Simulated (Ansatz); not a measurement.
**Breaking a bond in CH5Al (SMILES [CH3][AlH2])**

CH5Al has 7 atoms, charge 0, and is taken as a singlet. SMILES: `[CH3][AlH2]`. The shape is that of a PBE0-D4/def2-TZVP optimisation.

```xyz
7

C    -0.4485   -0.6956   -0.3555
Al    0.5629    0.7783    0.4247
H    -1.0631   -1.2196    0.3808
H    -1.1344   -0.3064   -1.1182
H     0.1934   -1.4255   -0.8556
H     0.0160    1.5493    1.7034
H     1.9348    1.2516   -0.2254
```

The C1–H4 distance is scanned; the parts on either side stay rigid. Basis STO-3G, 6 core orbitals frozen in the correlated methods; program Ansatz 0.2.0. FCI is exact within this basis and core. Energies in eV from each method's value at 1.097 Å; methods without a U are spin-restricted. The shape above is that at 1.097 Å.

```csv
distance (Å),BLYP,r2SCAN0,CAM-B3LYP,B2PLYP,CCSDT,CCSDT(Q),FCI
1.097,0.00,0.00,0.00,0.00,0.00,0.00,0.00
1.371,0.83,1.05,1.00,0.98,0.85,0.85,0.85
1.646,2.36,2.88,2.78,2.72,2.42,2.41,2.41
2.194,5.11,6.20,6.10,5.77,4.70,4.69,4.69
2.743,6.78,8.24,8.26,7.28,5.41,5.40,5.41
```

Departure from the FCI curve at its largest: BLYP +1.37 eV at 2.74 Å; r2SCAN0 +2.83 eV at 2.74 Å; CAM-B3LYP +2.85 eV at 2.74 Å; B2PLYP +1.88 eV at 2.74 Å; CCSDT +0.01 eV at 2.19 Å; CCSDT(Q) within 0.005 eV. Functionals converge differently with the basis, so for them the departure isn't an error alone.
